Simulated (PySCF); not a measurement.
## How well do the runs reproduce experiment for propanenitrile?

**Experimental background.**

NIST CCCBDB Release 22 (SRD 101), experimental dipoles lists, for the gas: dipole moment 4.011 D.

NIST CCCBDB Release 22 (SRD 101), experimental polarizabilities lists, for the gas: mean polarisability 6.24 Å³.

The runs below try to reproduce these values; the comparison stands at the end.

Species: propanenitrile, C3H5N.
Atom-mapped SMILES: `[CH3:1][CH2:2][C:3]#[N:4]` (hydrogens: H5, H6, H7 on C1; H8, H9 on C2)

Cartesian coordinates in Å at the GFN2-xTB level; atoms count from 1:
```
atom  x, y, z in Å
C1    -0.9640   -0.2959    0.0853
C2     0.2971    0.4658   -0.3276
C3     1.4661   -0.0973    0.2999
N4     2.3846   -0.5538    0.8041
H5    -1.1010   -0.2491    1.1633
H6    -0.8909   -1.3409   -0.2076
H7    -1.8355    0.1406   -0.3968
H8     0.2229    1.5170   -0.0340
H9     0.4342    0.4195   -1.4118
```

Runs made with PySCF (gas phase, on this GFN2-xTB geometry; no spin–orbit coupling):

| level | job | basis functions |
| --- | --- | --- |
| PBE0/pcSseg-1 | shieldings, charges and field gradients | 93 |
| HCTH407/6-31G*, energy threshold 1e-11 Eh, damping 0.2 at the start, DIIS from the seventh cycle | shieldings, charges and field gradients | 66 |
| mPW1PW91/pcSseg-1, grid level 4 | shieldings | 93 |
| HCTH407/pcSseg-1, energy threshold 1e-06 Eh | shieldings, charges and field gradients | 93 |
| B3LYP/def2-SVPD | 8 singlets by full TDDFT, 3 Tamm–Dancoff triplets, polarisability | 120 |
| PBE0/def2-SVPD | 6 singlets by full TDDFT, 2 Tamm–Dancoff triplets, polarisability | 120 |
| KT2/ANO-RCC-VDZP, start guess huckel | 12 singlets by full TDDFT, 2 Tamm–Dancoff triplets, polarisability | 81 |
| B3LYP/pcJ-1 | spin–spin couplings from 9 perturbed nuclei | 158 |

All basis functions are spherical.

Results beside the measurements:

**Dipole moment.** Measured: 4.011 D (NIST CCCBDB Release 22 (SRD 101), experimental dipoles).

```json
{"level": "PBE0/pcSseg-1", "computed (D)": "4.024", "computed − measured (D)": "+0.013", "% (from the printed values)": "0"}
{"level": "HCTH407/6-31G*", "computed (D)": "3.773", "computed − measured (D)": "-0.238", "% (from the printed values)": "-6"}
{"level": "mPW1PW91/pcSseg-1", "computed (D)": "4.035", "computed − measured (D)": "+0.024", "% (from the printed values)": "+1"}
{"level": "HCTH407/pcSseg-1", "computed (D)": "3.873", "computed − measured (D)": "-0.138", "% (from the printed values)": "-3"}
{"level": "B3LYP/def2-SVPD", "computed (D)": "4.077", "computed − measured (D)": "+0.066", "% (from the printed values)": "+2"}
{"level": "PBE0/def2-SVPD", "computed (D)": "4.092", "computed − measured (D)": "+0.081", "% (from the printed values)": "+2"}
{"level": "KT2/ANO-RCC-VDZP", "computed (D)": "3.899", "computed − measured (D)": "-0.112", "% (from the printed values)": "-3"}
{"level": "B3LYP/pcJ-1", "computed (D)": "4.005", "computed − measured (D)": "-0.006", "% (from the printed values)": "0"}
```

Closest is B3LYP/pcJ-1 (-0.006 D), furthest HCTH407/6-31G* (-0.238 D); one molecule doesn't rank methods. The computed dipoles belong to one fixed geometry; measured ones are averaged over vibrations unless marked μe. Magnitudes are compared, not signs.

**Mean polarisability.** Measured: 6.24 Å³ (NIST CCCBDB Release 22 (SRD 101), experimental polarizabilities).

```
           level  computed (Å³)  computed − measured (Å³)  % (from the printed values)
 B3LYP/def2-SVPD           6.01                     -0.23                           -4
  PBE0/def2-SVPD           5.94                     -0.30                           -5
KT2/ANO-RCC-VDZP           5.41                     -0.83                          -13
```

Closest is B3LYP/def2-SVPD (-0.23 Å³), furthest KT2/ANO-RCC-VDZP (-0.83 Å³); one molecule doesn't rank methods. All 3 levels lie below the measurement. The computed values are static and purely electronic, with core orbitals frozen in the response (1 au = 0.148185 Å³). The table of measured values doesn't say here whether a value is static or optical, or holds a vibrational part.

No measured geometry was used, and the causes of the misses weren't examined.
